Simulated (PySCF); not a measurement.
C3H4FNO.
Atom-mapped SMILES: `[NH2:1]/[C:2]([F:3])=[CH:4]\[CH:5]=[O:6]` (hydrogens: H7, H8 on N1; H9 on C4; H10 on C5)

Cartesian coordinates in Å at the CAM-B3LYP/6-31G* level; atoms count from 1:
```
atom  x, y, z in Å
N1    -1.3465   -0.6051    0.1975
C2    -0.6965    0.5536    0.2872
F3    -1.4503    1.5596    0.7199
C4     0.6148    0.7634   -0.0274
C5     1.4179   -0.3390   -0.4609
O6     1.0249   -1.5026   -0.5941
H7    -0.7702   -1.3990   -0.0914
H8    -2.2915   -0.6905    0.5354
H9     1.0295    1.7570    0.0651
H10    2.4735   -0.1023   -0.6875
```

Theory: PySCF, CAM-B3LYP/6-31G* geometry optimisation, gas phase.

Take the most abundant isotopes and a rigid rotor. The values belong to one conformer with, in the numbering `[NH2:1]/[C:2]([F:3])=[CH:4]\[CH:5]=[O:6]`, C2–C4–C5–O6 1°.

What are A, B and C (MHz)?

Ia = 59.36, Ib = 192.80, Ic = 252.12 u·Å²; 505379 MHz·u·Å²/I gives A = 8514, B = 2621, C = 2005 MHz.

What kind of rotor is it?

An asymmetric top; Ray's κ = -0.811.

Is it planar, by Δ = Ic − Ia − Ib?

Not planar: Δ = Ic − Ia − Ib = -0.04 u·Å². For a rigid frame Δ = −2 Σ m c², so Σ m c² = 0.02 u·Å² lies off the ab plane: 0.01 from hydrogen and 0.01 from heavier atoms. The atom farthest from that plane is 0.08 Å away.

Which types of transition are allowed, and where do some lines up to J = 5 fall?

The dipole components are |μa| = 2.13 D, |μb| = 0.42 D, |μc| = 0.19 D. The squared components, which scale the intensities, stand as 1.00 : 0.04 : 0.01 (a : b : c). Some lines, for components of 0.1 D or more:

```csv
type,branch,"J(Ka,Kc)",MHz,lower level (cm⁻¹)
a,Q,"4(2,2) ← 4(2,3)",672,2.369
a,Q,"5(2,3) ← 5(2,4)",1522,3.137
b,Q,"4(1,3) ← 4(0,4)",9829,1.521
b,R,"4(0,4) ← 3(1,3)",13507,1.070
a,R,"3(2,1) ← 2(2,0)",14060,1.292
b,R,"2(1,2) ← 1(0,1)",14528,0.154
a,R,"4(1,4) ← 3(1,3)",17184,1.070
b,R,"3(1,3) ← 2(0,2)",18247,0.461
b,R,"5(0,5) ← 4(1,4)",18602,1.643
a,R,"4(1,3) ← 3(1,2)",19638,1.193
a,R,"5(0,5) ← 4(0,4)",22279,1.521
a,R,"5(3,3) ← 4(3,2)",23266,3.409
b,R,"5(1,5) ← 4(0,4)",25085,1.521
c,R,"2(2,1) ← 1(1,1)",28165,0.351
b,R,"3(2,1) ← 2(1,2)",33635,0.639
b,R,"4(2,3) ← 3(1,2)",35252,1.193
b,R,"4(2,2) ← 3(1,3)",39622,1.070
b,Q,"4(4,0) ← 4(3,1)",43318,3.409
b,R,"3(3,1) ← 2(2,0)",44867,1.292
c,R,"3(3,1) ← 2(2,1)",44913,1.290
c,R,"5(3,2) ← 4(2,2)",53810,2.392
c,R,"5(3,3) ← 4(2,3)",54423,2.369
b,Q,"5(5,0) ← 5(4,1)",55718,5.629
c,R,"5(4,1) ← 4(3,1)",66550,3.409
b,R,"5(4,1) ← 4(3,2)",66565,3.409
c,R,"5(5,0) ← 4(4,0)",78950,4.854
c,R,"5(5,1) ← 4(4,1)",78950,4.854
```

Not checked by CAM-B3LYP/6-31G* frequencies. Constants of a rigid frame at the computed geometry: no zero-point averaging, no centrifugal distortion. Quadrupole hyperfine structure (14N) is left out.
